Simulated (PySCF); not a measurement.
Ammonia, H3N, SMILES N, point group C3v.

Force field and properties: B3LYP/pcSseg-2 (PySCF, grid level 2). Vibrational terms come from second-order perturbation theory with semi-diagonal cubic constants, by steps of ±0.6 along the normal coordinates of each isotopologue. The parent has the commonest isotopes.

Equilibrium geometry (Å):

```json
{"atom": "N1", "x": "0.0153", "y": "-0.0046", "z": "0.2538"}
{"atom": "H2", "x": "-0.4702", "y": "-0.8035", "z": "-0.1337"}
{"atom": "H3", "x": "-0.4547", "y": "0.8276", "z": "-0.0789"}
{"atom": "H4", "x": "0.9506", "y": "-0.0005", "z": "-0.1326"}
```

Task: How much do zero-point and thermal motion change the parent's shieldings?

Result: 
```csv
atom,σe (ppm),"anharmonic part, 0 K","harmonic part, 0 K",Δσ at 0 K,Δσ at 250 K,Δσ at 500 K
N1,260.91,-4.98,-3.31,-8.29,-8.49,-8.54
H2,31.68,-0.50,-0.13,-0.63,-0.64,-0.67
```

Task: And the bond lengths, in the parent and with ²H at 2?

Result: 
```json
{"bond": "N1–H2", "re (Å)": "1.0120", "⟨r⟩ at 0 K": "1.0309", "between mean positions": "1.0242", "⟨r⟩, labelled": "1.0257"}
```

Task: What are the dipole moments?

Result: 1.592 D at equilibrium; averaged at 0 K: parent 1.549 D; ²H at 2 1.552 D; ¹⁵N at 1 1.549 D; ¹⁵N at 1, ²H at 2 1.552 D; ²H at 2, ²H at 3, ²H at 4 1.561 D; ²H at 2, ²H at 3 1.556 D. Measured: 1.476 D (NIST CCCBDB Release 22 (SRD 101), experimental dipoles).

The study (102 SCF points, 78 basis functions) took 96 s on 1 thread of Arm Neoverse V2 (shared host) (rough), peak memory 0.36 GiB, launched as `OMP_NUM_THREADS=1 python ens_run.py task.json out`.
